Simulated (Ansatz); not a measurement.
# CH4 (singlet): from a generated start to a stationary point

Where does this start of CH4 (singlet) end when it is relaxed?

Method: RKS PBE0/def2-TZVP; program: Ansatz 0.2.0, Gaussian basis.

## 1. Starting geometry

5 atoms, charge 0, spin multiplicity 1.

Atoms are counted from 1 here; the program's logs count them from 0.

Bond lengths: C1–H2 1.082 Å, C1–H3 1.082 Å, C1–H4 1.082 Å, C1–H5 1.082 Å. Angles: H2–C1–H3 109.5°, H2–C1–H4 109.5°, H2–C1–H5 109.5°, H3–C1–H4 109.5°, H3–C1–H5 109.5°, H4–C1–H5 109.5°.

The start was built by rule and, where that kept it together, relaxed with GFN2-xTB. Sticks and bond lists go by distance. 

## 2. The run

in.yaml

```yaml
crystal:
  periodic: [false, false, false]
  atoms:
    - {symbol: C, position_ang: [0.000000, 0.000000, 0.000000]}
    - {symbol: H, position_ang: [0.623838, 0.625799, 0.625015]}
    - {symbol: H, position_ang: [-0.627358, -0.622542, 0.624745]}
    - {symbol: H, position_ang: [-0.622405, 0.623965, -0.628268]}
    - {symbol: H, position_ang: [0.625925, -0.627223, -0.621492]}
basis:
  gaussian: {orbitals: def2-TZVP}
hamiltonian: {xc: pbe0}
relax: {f_tol: 0.004, max_steps: 80}
```

Run with:

```console
$ ansatz run in.yaml --threads 1 --pin off --events-out ev --progress --plain --max-ram 1740MiB
```

Q: Predict the outcome of this session. Wanted: energy gained; shift from the start; total energy; dipole moment.

As calculated:

| quantity | value |
| --- | --- |
| steps | 3 |
| energy gained | 0.004 eV |
| shift from the start (rms) | 0.007 Å |
| total energy | -1101.3564 eV |
| dipole moment | 0.00 D |

**Reading.** The bonds of the start are those of the end. C1–H5 went from 1.082 to 1.090 Å. No vibrations were run, so this is a stationary point, not a proven minimum, and this spin need not be the ground state's.
